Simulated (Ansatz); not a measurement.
# C2H5FOS: the cost of one run

Program: Ansatz 0.2.0 through its Python package. The levels of theory stand in the script. These are calculated values, not measurements.

### 1 Starting point

Bond lengths: F1–C2 1.372 Å, C2–O3 1.388 Å, O3–C4 1.423 Å, C4–S5 1.747 Å, C2–H6 1.108 Å, C2–H7 1.077 Å, C4–H8 1.117 Å, C4–H9 1.143 Å, S5–H10 1.321 Å. Angles: F1–C2–O3 105.8°, F1–C2–H6 110.7°, F1–C2–H7 111.9°, O3–C2–H6 109.6°, O3–C2–H7 109.2°, H6–C2–H7 109.6°, C2–O3–C4 115.8°, O3–C4–S5 116.0°, O3–C4–H8 106.6°, O3–C4–H9 105.9°, S5–C4–H8 108.4°, S5–C4–H9 111.8°, H8–C4–H9 107.7°, C4–S5–H10 97.0°.

No structure file is read: the coordinates are typed or built in the script.

### 2 Script

Input file methods_c2h5fos.py:

```python
# -*- coding: utf-8 -*-
"""One geometry of C2H5FOS, method by method."""

from dataclasses import dataclass
from pathlib import Path

import ansatz as az
from ase import Atoms
import numpy as np


@dataclass(frozen=True)
class RunConfig:
    basis: str = "cc-pVDZ"


settings = RunConfig()

atoms = Atoms(["F", "C", "O", "C", "S", "H", "H", "H", "H", "H"], positions=[
    (-1.5888, 0.088, 1.1835),
    (-1.0399, 1.1093, 0.4498),
    (0.3026, 0.7886, 0.3024),
    (0.5776, -0.5108, -0.2092),
    (2.2352, -0.8184, -0.6676),
    (-1.135, 2.0736, 0.9877),
    (-1.4932, 1.1926, -0.5238),
    (-0.0669, -0.6404, -1.1123),
    (0.2134, -1.2451, 0.5869),
    (2.0781, -2.0884, -0.9944),
])
c2h5fos = az.Crystal.molecule_from_ase(atoms)

job = (
    c2h5fos.calculation()
    .basis(gaussian=settings.basis)
    .accuracy("high")
)

print("functional    E (Ha)        dipole (D)   HOMO (eV)  LUMO (eV)")
for name in ["lc_wpbe", "hf", "lda", "r2scan", "b3lyp"]:
    summary = job.functional(name).forces().orbitals().run(runs_dir="runs").report
    lines = Path(summary["orbitals_path"]).read_text().splitlines()
    field_of = lambda key: [line.split("=")[1].strip() for line in lines if line.startswith(key)]
    orbitals = [(27.211386 * float(e), s, float(n)) for e, s, n in zip(field_of("Ene="), field_of("Spin="), field_of("Occup="))]
    homo = max(e for e, _, n in orbitals if n > 0.5)
    lumo = min(e for e, _, n in orbitals if n < 0.5)
    dipole = 4.803205 * np.linalg.norm(summary["charge_distribution"]["dipole_moment_e_ang"])
    print(f"{name:10s} {summary['free_energy_ev'] / 27.211386246:14.6f} {dipole:9.3f} {homo:11.3f} {lumo:10.3f}")
```

### 3 What the engine is handed

The engine receives this input (first run):

```yaml
crystal:
  periodic: [false, false, false]
  atoms:
    - { symbol: F, position_ang: [-1.5888, 0.088, 1.1835] }
    - { symbol: C, position_ang: [-1.0399, 1.1093, 0.4498] }
    - { symbol: O, position_ang: [0.3026, 0.7886, 0.3024] }
    - { symbol: C, position_ang: [0.5776, -0.5108, -0.2092] }
    - { symbol: S, position_ang: [2.2352, -0.8184, -0.6676] }
    - { symbol: H, position_ang: [-1.135, 2.0736, 0.9877] }
    - { symbol: H, position_ang: [-1.4932, 1.1926, -0.5238] }
    - { symbol: H, position_ang: [-0.0669, -0.6404, -1.1123] }
    - { symbol: H, position_ang: [0.2134, -1.2451, 0.5869] }
    - { symbol: H, position_ang: [2.0781, -2.0884, -0.9944] }
accuracy: high
basis:
  gaussian:
    orbitals: cc-pVDZ
hamiltonian:
  xc: lc_wpbe
output:
  orbitals: {}
  forces: true
```

### 4 The run

Command:

```
$ python methods_c2h5fos.py
```

Q: Estimate wall time and peak memory on 1 thread of Arm Neoverse V2, shared host.

About 55 s, with a peak of 0.51 GiB.
